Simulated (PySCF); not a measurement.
1,1,1-trifluoroethane, C₂H₃F₃.
Bonds: C1–C2, C2–F3, C2–F4, C2–F5. Hydrogens: H6, H7, H8 on C1.

Method: PBE0-D3(BJ)/def2-SVP geometry optimisation, gas phase in PySCF 2.14.0; density fitting, grid level 1; the optimiser is geomeTRIC in internal coordinates, started from a GFN2-xTB structure with every atom displaced at random (about 0.01 Å).

Step 1: E = -10256.1388 eV
```
atom  x, y, z in Å  |  force x, y, z in eV/Å
C1      0.6927    0.1145    0.3695    0.407  -0.289  -0.212
C2     -0.6397   -0.0713   -0.2979    0.590   0.035   0.459
F3     -0.4141   -0.6200   -1.4909   -0.312  -0.042  -0.531
F4     -1.4133   -0.9104    0.3880   -0.318  -0.028   0.098
F5     -1.3128    1.0636   -0.4805   -0.085  -0.008   0.008
H6      0.6753    0.4320    1.4238   -0.301  -0.122  -0.172
H7      1.2722    0.8394   -0.2134    0.027   0.112  -0.011
H8      1.1933   -0.8675    0.2520   -0.008   0.341   0.361
```

Step 2: E = -10256.2009 eV
```
atom  x, y, z in Å  |  force x, y, z in eV/Å
C1      0.7149    0.1035    0.3536    0.032  -0.163  -0.301
C2     -0.6251   -0.0866   -0.3054   -0.019   0.008  -0.080
F3     -0.4881   -0.6118   -1.5313    0.064  -0.047   0.071
F4     -1.4208   -0.9021    0.3919    0.110  -0.145   0.089
F5     -1.2921    1.0577   -0.4538    0.030   0.282   0.062
H6      0.6139    0.4270    1.3954   -0.117   0.016   0.016
H7      1.2966    0.8463   -0.2097   -0.072   0.014   0.025
H8      1.2543   -0.8535    0.3098   -0.028   0.035   0.118
```

Step 3: E = -10256.2108 eV
```
atom  x, y, z in Å  |  force x, y, z in eV/Å
C1      0.7159    0.0952    0.3388    0.072   0.030  -0.051
C2     -0.6204   -0.0877   -0.3101    0.059  -0.085  -0.102
F3     -0.5019   -0.6097   -1.5402   -0.069   0.074   0.123
F4     -1.3986   -0.9109    0.4018   -0.015   0.024  -0.064
F5     -1.2696    1.0751   -0.4303   -0.042  -0.044  -0.006
H6      0.5695    0.4268    1.3726    0.032   0.062   0.052
H7      1.2940    0.8452   -0.2170   -0.017  -0.003   0.031
H8      1.2646   -0.8537    0.3350   -0.020  -0.058   0.018
```

Question: Estimate the geometry and energy of step 4. (The exact step hangs on the optimiser's Hessian estimate; all steps are aligned on step 3, rigid shifts and turns removed.)

Answer: E = -10256.2124 eV, largest force 0.073 eV/Å
```
atom  x, y, z in Å  |  force x, y, z in eV/Å
C1      0.7178    0.0959    0.3395    0.008   0.000  -0.007
C2     -0.6199   -0.0878   -0.3107    0.001  -0.048  -0.055
F3     -0.5045   -0.6051   -1.5402    0.002   0.037   0.022
F4     -1.3984   -0.9149    0.3952   -0.005  -0.002   0.011
F5     -1.2752    1.0719   -0.4287   -0.009   0.002   0.016
H6      0.5761    0.4351    1.3732    0.013   0.026  -0.002
H7      1.2971    0.8428   -0.2175    0.005   0.000  -0.001
H8      1.2605   -0.8575    0.3398   -0.015  -0.016   0.015
```

The energy changes by -0.0016 eV. The first-order estimate −F·Δx gives -0.0025 eV and the mean of the old and new forces, exact on a quadratic surface, -0.0016 eV. The step makes an angle of 60° with the force vector and moves no atom by more than 0.011 Å.

The cost below is that of the whole optimisation. Hardware: one thread, Arm Neoverse V2 (aarch64), shared host. Cost: 18 s wall, 0.36 GiB resident at most.
